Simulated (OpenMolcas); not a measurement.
**HBS (hydrogen boron sulfide): the vertical energy of the triplet above the singlet from total energies**

HBS: 3 atoms, total charge 0, spin state singlet. As SMILES, `B=S`. The coordinates come from a GFN2-xTB relaxation.

```xyz
3

B    -0.0410   -0.0161    0.1425
S     0.3953    0.1465   -1.3797
H    -0.3543   -0.1304    1.2371
```

Both states at this one shape; open shells run unrestricted unless said. 1 Eh = 27.2114 eV.

| level | program | singlet HBS (Eh) | triplet HBS (Eh) |
| --- | --- | --- | --- |
| HF/STO-3G | OpenMolcas | -418.121283 | -417.974486 |
| HF/STO-3G, open shells restricted | OpenMolcas | -418.121283 | -417.971076 |

Q: Work out the vertical gap, second state less first, at each level.

A: 
1. HF/STO-3G: -417.974486 − (-418.121283) = 0.146797 Eh = 3.99 eV.
2. HF/STO-3G, open shells restricted: -417.971076 − (-418.121283) = 0.150207 Eh = 4.09 eV.

No measured value is set beside it here; the levels span 3.99 to 4.09 eV. Minimal sets are far from the basis-set limit.
